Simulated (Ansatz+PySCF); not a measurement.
Results of a calculation; reference values are marked as such.
Input for PySCF 2.14.0:

```python
from pyscf import gto, scf, mp

# the (T+d) and (D+d) sets load through basis_set_exchange
mol = gto.M(atom="""
S -0.006760 -0.622460 -0.006770
H -0.007610 0.317130 0.994890
H 0.005260 0.305360 -0.994480
""", basis={'H': 'cc-pvtz', 'S': 'cc-pv(t+d)z'}, charge=1, spin=1)
mf = scf.UHF(mol)
mf.kernel()
pt = mp.MP2(mf, frozen=5).run()
print(mf.e_tot, pt.e_corr, pt.e_tot)
```

The script is written out from the run's settings.

Results

| Item | Value |
| --- | --- |
| Converged | yes |
| Reference energy | -398.37668 hartree |
| Correlation energy | -0.14967 hartree |
| Total energy | -398.52636 hartree |
| Spin squared of the determinant | 0.766 |
